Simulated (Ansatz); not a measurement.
**BCCl (triplet): wave-function methods side by side at a displaced geometry (v1), cc-pVDZ**

One table from this session's results is given with a row withheld; the runs are named, their logs left out.

Method: cc-pVDZ, core rule «outside noble gas», up to 7 orbitals frozen; program: Ansatz 0.2.0, Gaussian basis.

To be run: UHF; CCSD(T) on ROHF; CCSD(T) on UHF; BCCD(T) on ROHF; CISD; CCSDT(Q) on ROHF; CCSDT(Q) on UHF.

25 further runs of the same task are left out: 12 that didn't finish, 13 set aside as unsound or not needed.

## The geometry

The geometry is a PBE0/def2-TZVP stationary point (not a proven minimum) with its atoms shifted at random (size 0.040 Å).

3 atoms, charge 0, spin multiplicity 3.

Atoms are counted from 1 here; the program's logs count them from 0.

Bond lengths: C1–B2 1.445 Å, B2–Cl3 1.633 Å. Angles: C1–B2–Cl3 176.8°.

Set-up of the first run:

The input, in.yaml:

```yaml
crystal:
  periodic: [false, false, false]
  atoms:
    - {symbol: C, position_ang: [-0.015433, -0.009008, -1.506920]}
    - {symbol: B, position_ang: [-0.016266, -0.025151, -0.062150]}
    - {symbol: Cl, position_ang: [0.031698, 0.034159, 1.569070]}
basis:
  gaussian: {orbitals: cc-pVDZ}
magnetization: {spin_polarized: true, initial_magnetization: 2}
hamiltonian: {xc: hf}
output: {orbitals: {seedname: orbitals}}
```

Run with:

```bash
$ ansatz run in.yaml --threads 1 --pin off --events-out ev --progress --plain --max-ram 2393MiB
```

Steps of the session up to this table: UHF; CCSD(T) on ROHF; CCSD(T) on UHF; BCCD(T) on ROHF; CISD; CCSDT(Q) on ROHF; CCSDT(Q) on UHF.

One of the session's tables, all rows but one given; the rest of the session is left out.

It belongs to the step «Misses and costs». 

| method | from UCCSDT(Q) (meV) |
| --- | --- |
| ROHF | +8896.9 |
| UHF | +8810.3 |
| RMP2 | ? |
| UMP2 | +1265.5 |
| CISD | +1128.9 |
| RCCSD | +341.4 |
| UCCSD | +338.9 |
| RCCSD(T) | +61.0 |
| UCCSD(T) | +60.9 |
| BCCD(T) | +60.5 |
| RCCSDT | +22.5 |
| UCCSDT | +21.9 |
| RCCSDT(Q) | +2.6 |
| UCCSDT(Q) | 0 |

Estimate the missing values for RMP2.

As computed: from UCCSDT(Q) (meV): +1258.3. In the column «from UCCSDT(Q) (meV)» it lies between CISD (+1128.9) and UMP2 (+1265.5).

Limits of these values: Restricted and unrestricted rows rest on different reference determinants; where their highest levels disagree by more than a few hundredths of an eV, they describe different states and don't form one ladder.
